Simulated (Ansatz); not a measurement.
Results of PBE (Ansatz, an electronic-structure program, PAW) for rock-salt MgS.

Settings: plane-wave cutoff 520 eV, 12×12×12 k mesh, scalar-relativistic PAW data made under PBE.

Computed at the level's own relaxed cell.

Elastic tensor (GPa, Voigt notation, ions relaxed):

```
  138.7    41.6    41.6     0.0     0.0     0.0
   41.6   138.7    41.6     0.0     0.0     0.0
   41.6    41.6   138.7     0.0     0.0     0.0
    0.0     0.0     0.0    53.9     0.0     0.0
    0.0     0.0     0.0     0.0    53.9     0.0
    0.0     0.0     0.0     0.0     0.0    53.9
```

Worked from these constants: the tetragonal shear constant is C′ = (C11 − C12)/2 = 48.5 GPa against C44 = 53.9 GPa, so the tetragonal shear is the softer. The Zener ratio C44/C′ is 1.11 (1 for an isotropic solid), and the Cauchy pressure C12 − C44 is -12.3 GPa. With C11 + 2C12 = 221.9 GPa all three Born conditions hold; they don't test modes at the zone boundary.

Computed values are for the static lattice.
